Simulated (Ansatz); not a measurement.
Consider the interaction energy of a dimer with the counterpoise correction of CH4S2, SMILES SCS (Ansatz 0.2.0, Python API).

`dimer_ch4s2.py`:
```python
import ansatz

FIRST = [
    ("S", (-1.2457, 1.1264, -0.4549)),
    ("C", (-0.0996, 0.1417, 0.4061)),
    ("S", (1.1247, -0.4843, -0.743)),
    ("H", (-1.4603, 0.3024, -1.453)),
    ("H", (-0.6117, -0.7059, 0.8539)),
    ("H", (0.3833, 0.7492, 1.1921)),
    ("H", (1.9096, -1.1294, 0.1987)),
]
SECOND = [
    ("S", (-2.4652, 2.9301, -2.3613)),
    ("C", (-3.2225, 3.8869, -1.1221)),
    ("S", (-4.8892, 4.304, -1.6315)),
    ("H", (-2.8055, 3.6781, -3.384)),
    ("H", (-2.6668, 4.8107, -0.9847)),
    ("H", (-3.2392, 3.3125, -0.1788)),
    ("H", (-5.2503, 4.9612, -0.4667)),
]

def energy(atoms, ghosts=()):
    molecule = ansatz.Crystal.molecule()
    for symbol, xyz in atoms:
        molecule = molecule.atom(symbol, xyz)
    calc = (
        molecule.calculation()
        .basis(gaussian="def2-SVP")
        .correlation("mp2")
    )
    deck = calc.input()
    if ghosts:
        deck = deck.set(ansatz.key.basis.gaussian.ghost_atoms, [{"symbol": s, "position_ang": list(xyz)} for s, xyz in ghosts])
    return ansatz.Session.from_dict(deck).plan().execute().report["free_energy_ev"]


def main() -> None:
    both = energy(FIRST + SECOND)
    alone = energy(FIRST) + energy(SECOND)
    ghosted = energy(FIRST, SECOND) + energy(SECOND, FIRST)
    print(f"dimer {both:.6f} eV")
    print(f"interaction, uncorrected   {23.060548 * (both - alone):8.3f} kcal/mol")
    print(f"interaction, counterpoise  {23.060548 * (both - ghosted):8.3f} kcal/mol")
    print(f"basis-set superposition    {23.060548 * (alone - ghosted):8.3f} kcal/mol")


if __name__ == "__main__":
    main()
```

How large is the interaction at this pose, and how much of it is basis-set superposition?

Uncorrected it is 2.837 kcal/mol, with the counterpoise correction 5.308 kcal/mol; the difference, 2.47 kcal/mol, is the superposition error. In this basis both values are repulsive.

What the script printed:

`python dimer_ch4s2.py` gives:
```text
dimer -45462.865881 eV
interaction, uncorrected      2.837 kcal/mol
interaction, counterpoise     5.308 kcal/mol
basis-set superposition       2.471 kcal/mol
```

Notes:
- Total energies depend on the basis set; only differences at equal settings carry meaning.
- The dimer is a generated trial pose of unrelaxed monomers, not a minimum, so the figure is no binding energy, and the basis set is small.
- Wall time of the script: 9.5 s on 1 thread of Arm Neoverse V2, with other jobs on the host, peak memory 0.38 GiB.

(Lines on the test bed's own set-up are left out of the output.)
